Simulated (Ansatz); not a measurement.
# AlPH (quartet): from Hartree-Fock to the top rungs at distance Al1–P2 = 3.839 Å, 6-31G

Aim: climb from Hartree-Fock through coupled cluster and multireference methods for AlPH (quartet) at one geometry and basis, and see what each rung misses.

Program: Ansatz 0.2.0, Gaussian basis. Level of theory: 6-31G, core rule «outside noble gas», up to 10 orbitals frozen. These are calculated values, not measurements.

The runs, in order: UHF; CCSD(T) on ROHF; CCSD(T) on UHF; BCCD(T) on ROHF; CISD; CCSDT(Q) on ROHF; CCSDT(Q) on UHF; CCSDTQ on ROHF; CCSDTQ on UHF; CASSCF and MRCISD+Q, 5 electrons in 5 orbitals; CASSCF and NEVPT2, 5 electrons in 5 orbitals; CASSCF and MRCISD+Q, 9 electrons in 9 orbitals; CASSCF and NEVPT2, 9 electrons in 9 orbitals; Full CI.

### 1 The geometry

The geometry derives from a PBE0/def2-TZVP stationary point (not a proven minimum). One bond is set to the value named and the two fragments are kept rigid.

3 atoms, charge 0, spin multiplicity 4.

Atoms are counted from 1 here; the program's logs count them from 0.

Bond lengths: P2–H3 1.430 Å.

As a file:

```xyz
3
AlHP
Al    0.0000   -0.3519    2.6473
P     0.0000   -0.5261   -1.1877
H     0.0000    0.8780   -1.4596
```

### 2 UHF

File in.yaml:

```yaml
crystal:
  periodic: [false, false, false]
  atoms:
    - {symbol: Al, position_ang: [0.000000, -0.351912, 2.647329]}
    - {symbol: P, position_ang: [0.000000, -0.526050, -1.187719]}
    - {symbol: H, position_ang: [0.000000, 0.877962, -1.459610]}
basis:
  gaussian: {orbitals: 6-31G}
magnetization: {spin_polarized: true, initial_magnetization: 3}
hamiltonian: {xc: hf}
output: {orbitals: {seedname: orbitals}}
```

The run is started by

```sh
$ ansatz run in.yaml --threads 1 --pin off --events-out ev --progress --plain --max-ram 4096MiB --backend cpu
```

After this run come: CCSD(T) on ROHF; CCSD(T) on UHF; BCCD(T) on ROHF; CISD; CCSDT(Q) on ROHF; CCSDT(Q) on UHF; CCSDTQ on ROHF; CCSDTQ on UHF; CASSCF and MRCISD+Q, 5 electrons in 5 orbitals; CASSCF and NEVPT2, 5 electrons in 5 orbitals; CASSCF and MRCISD+Q, 9 electrons in 9 orbitals; CASSCF and NEVPT2, 9 electrons in 9 orbitals; Full CI.

**Question.** What will the summary of the whole plan be? Wanted: FCI from the RHF energy; RMP2 from FCI; UMP2 from FCI; RCCSD from FCI; RCCSD(T) from FCI; UCCSD(T) from FCI; RCCSDT(Q) from FCI; UCCSDT(Q) from FCI; NEVPT2 pair from FCI.

The runs gave:

| quantity | value |
| --- | --- |
| FCI from the ROHF energy | -2.0340 eV |
| RMP2 from FCI | +681.5 meV |
| UMP2 from FCI | +666.9 meV |
| RCCSD from FCI | +19.7 meV |
| RCCSD(T) from FCI | +6.1 meV |
| UCCSD(T) from FCI | +5.9 meV |
| RCCSDT(Q) from FCI | +0.3 meV |
| UCCSDT(Q) from FCI | 0.0 meV |
| NEVPT2 pair from FCI | +553.3 meV |
| MRCISD+Q pair from FCI | -29.3 meV |
| NEVPT2 valence from FCI | +261.0 meV |
| levels within 1 kcal/mol (43 meV) | RCCSD, UCCSD, RCCSD(T), UCCSD(T), BCCD(T), RCCSDT, UCCSDT, RCCSDT(Q), UCCSDT(Q), RCCSDTQ, UCCSDTQ, MRCISD+Q pair, MRCISD valence, MRCISD+Q valence |
| T1 diagnostic | 0.016 |
| effectively unpaired electrons | 3.06 |

What this shows: RCCSD(T) lands +6.1 meV from the yardstick (0.3 % of the correlation energy). MRCISD+Q pair falls below full CI: the +Q correction isn't variational, and the cores differ from full CI's. One determinant dominates. Of the multireference levels listed MRCISD+Q valence comes nearest in total energy (+6.7 meV), which doesn't show that its space is the better one. These misses are within one basis, not against nature; the frozen cores of restricted and unrestricted runs differ, which can shift their rows.

Levels on UHF freeze UHF's core orbitals, full CI those of ROHF, so the U rows can settle a little off it for that reason alone.

With open shells the CI space here admits some triples and quadruples, so it is larger than plain CISD.
